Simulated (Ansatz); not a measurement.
A made-up structure of CH3OS, doublet:

```
6
angstrom
C -0.7591 0.1733 -0.5503
S 0.6640 -0.6961 -0.5122
O 1.4794 -0.0676 0.7841
H -1.6195 -0.2995 -1.0055
H 1.9347 0.3634 1.5243
H 1.0121 -0.3374 1.5850
```

It is relaxed with PBE-D4/def2-SVP and then PBE0-D4/def2-TZVP (Ansatz 0.2.0). Atoms count as bonded within 1.22 times the sum of their covalent radii (H–H: 0.88 Å). The end point is not checked to be a true minimum.

(1) Does its bonding change? (Judge from chemistry; the calculation decides.)

Results:

(1) Computed: Yes. Formed: none; broken: S2–O3.

Where it ends: The first stage lowers the energy by 4.74 eV in 20 steps. It ends as a complex of CHS ([CH][S]) + H₂O:
```tsv
atom	x (Å)	y (Å)	z (Å)
C1	-0.4639	-0.1960	-0.6074
S2	0.1484	-0.1599	-2.0306
O3	1.3734	-0.0900	1.9347
H4	-1.4850	-0.2591	-0.2326
H5	2.2857	-0.0418	1.6416
H6	0.8530	-0.1172	1.1196
```

Labels in which every atom is bracketed show which atoms are joined, not bond orders.

For scale, one of the runs: PBE0-D4/def2-TZVP relaxation, 117 basis functions, launched by `ansatz run in.yaml --threads 2 --pin off --events-out ev --progress --plain --max-ram 4352MiB`. The run took about 2.5 min on 2 CPU threads of an Arm Neoverse V1 (shared host).
